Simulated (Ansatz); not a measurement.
One elementary step

Start structure (SiNH5S, closed shell), relaxed at PBE0-D4/def2-TZVP:

Si1  (-0.580, -0.238, -0.107)
N2  (0.075, 1.032, 0.832)
S3  (0.573, -0.942, -1.777)
H4  (1.572, -1.442, -1.030)
H5  (-1.824, 0.215, -0.772)
H6  (-0.819, -1.355, 0.838)
H7  (0.321, 1.912, 0.409)
H8  (0.681, 0.818, 1.607)
(Å)

The step: SiNH₅S ([NH2][SiH2][SH]) → SiH₂S ([SiH2][S]) + NH₃ (still joined by a long Si–N bond); bonds formed: N2–H4; bonds broken: S3–H4; bonds weakened to dative contacts: Si1–N2. Program: Ansatz 0.2.0. Basis: def2-TZVPP and def2-QZVPP. Cores are frozen in the correlated methods. Extrapolation: Hartree–Fock as exp(−7.88 √X), correlation as X^−2.97. Energies below are by CCSD(T) at an estimated basis limit (MP2 extrapolated from triple and quadruple zeta, plus CCSD(T) − MP2 in triple zeta).

Question: What are the electronic barrier and the energy of the step, from the start structure to the end structure? (Judge from chemistry; the value comes from the calculation.)

Answer: Computed: Barrier 120.6 kJ/mol; step energy 48.4 kJ/mol (uphill); reverse barrier, their difference, 72.2 kJ/mol. Barrier and step energy count from the start structure, the reverse barrier from the end structure.

The saddle point: One imaginary mode of 1363i cm⁻¹.
| pair | start (Å) | saddle (Å) | end (Å) |
| --- | --- | --- | --- |
| N2–H4 | 3.44 | 1.34 | 1.02 |
| Si1–N2 | 1.71 | 1.83 | 1.96 |
| S3–H4 | 1.34 | 1.68 | 3.20 |

Zero-point energy (harmonic, PBE0-D4): ZPE is 138.7 kJ/mol at the start and 134.7 kJ/mol at the saddle, so the barrier goes from 120.6 to 116.7 kJ/mol.

First-order rate constant out of the start structure at 498 K by transition-state theory, with harmonic vibrational free energies alone and no tunnelling: ΔA‡ = 123.6 kJ/mol, so k = (kB T/h) exp(−ΔA‡/kB T) ≈ 10^0 s⁻¹ (an order of magnitude at best: rotation, the number of equivalent paths and anharmonicity are left out).

The T1 diagnostic stays at or below 0.012.

Labels in which every atom is bracketed show which atoms are joined, not bond orders.

For scale, one of the runs: CCSD(T)/def2-TZVPP, 185 basis functions (an equivalent command: `ansatz run in.yaml --threads 2`). Hardware: 2 CPU threads, shared host. Wall time 33 s; peak host memory 1.7 GiB.
